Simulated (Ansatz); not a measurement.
A nudged elastic band was laid between two geometries of BH4N (6 atoms, charge 0, multiplicity 1).

These are results of Ansatz, RKS PBE0-D4/def2-SVPD, not measurements.

```
movable images  : 5
climbing image  : yes
spring          : 5.0 eV/Å²
optimiser       : quadratic models (default)
start path      : through a guess of the saddle point
force threshold : 0.05 eV/Å
iteration limit : 60
end points      : relaxed
```

Image 0:

```xyz
6
Properties=species:S:1:pos:R:3
B 0.435 0.015 0.113
N 0.724 -0.016 1.471
H 0.019 -0.136 2.183
H 1.660 0.079 1.839
H 1.337 0.163 -0.674
H -0.712 -0.106 -0.244
```

Image 6:

```xyz
6
Properties=species:S:1:pos:R:3
B 0.026 0.207 -0.340
N 0.954 -0.126 0.976
H 0.557 -0.733 1.707
H 1.118 0.796 1.399
H 1.865 -0.486 0.703
H -1.058 0.341 0.243
```

Problem. What changes between the two ends?

Solution. Bonds broken: B1–H5. Bonds formed: N2–H5.

Problem. What energy profile does the band end with?

Solution. It converged. The highest image is number 3 of 0 to 6, 466.6 kJ/mol above the first end and 32.8 kJ/mol above the last; the last end lies 433.8 kJ/mol above the first. The profile has 2 maxima (images 3, 5) with wells between them (image 4): this band takes more than one step, which may be the mechanism or a detour left from its start path. Neighbouring images differ by up to 2.2 eV, so the band resolves the path poorly. A vibrational analysis at the climbing image gives one clearly imaginary mode, 1320i cm⁻¹: a first-order saddle point. The orbitals stay closed-shell, which can raise the energy where a bond breaks towards radicals; this wasn't checked here.

```json
{"image": "0", "path coordinate (Å)": "0.00", "energy (kJ/mol)": "0.0", "B1–H5 (Å)": "1.21", "N2–H5 (Å)": "2.24"}
{"image": "1", "path coordinate (Å)": "0.55", "energy (kJ/mol)": "50.5", "B1–H5 (Å)": "1.19", "N2–H5 (Å)": "2.04"}
{"image": "2", "path coordinate (Å)": "1.10", "energy (kJ/mol)": "257.0", "B1–H5 (Å)": "1.24", "N2–H5 (Å)": "1.65"}
{"image": "3", "path coordinate (Å)": "1.66", "energy (kJ/mol)": "466.6", "B1–H5 (Å)": "1.52", "N2–H5 (Å)": "1.15"}
{"image": "4", "path coordinate (Å)": "2.29", "energy (kJ/mol)": "433.9", "B1–H5 (Å)": "2.18", "N2–H5 (Å)": "1.03"}
{"image": "5", "path coordinate (Å)": "2.92", "energy (kJ/mol)": "435.6", "B1–H5 (Å)": "2.15", "N2–H5 (Å)": "1.02"}
{"image": "6", "path coordinate (Å)": "3.55", "energy (kJ/mol)": "433.8", "B1–H5 (Å)": "2.22", "N2–H5 (Å)": "1.02"}
```

Problem. What is the geometry of the highest image?

Solution. 
```xyz
6
Properties=species:S:1:pos:R:3:forces:R:3
B 0.241 0.508 -0.111 0.00 0.00 0.00
N 0.808 -0.018 1.199 0.00 0.00 0.00
H 0.313 -0.591 1.907 0.00 0.00 0.00
H 1.590 0.484 1.611 0.00 0.00 0.00
H 1.387 -0.414 0.286 0.00 0.00 0.00
H -0.875 0.031 -0.204 0.00 0.00 0.00
```

The band took 15 iterations and about 70 core-seconds.

Run time: 71 s on 1 thread of Arm Neoverse V2 (shared host), peak memory 0.12 GiB.
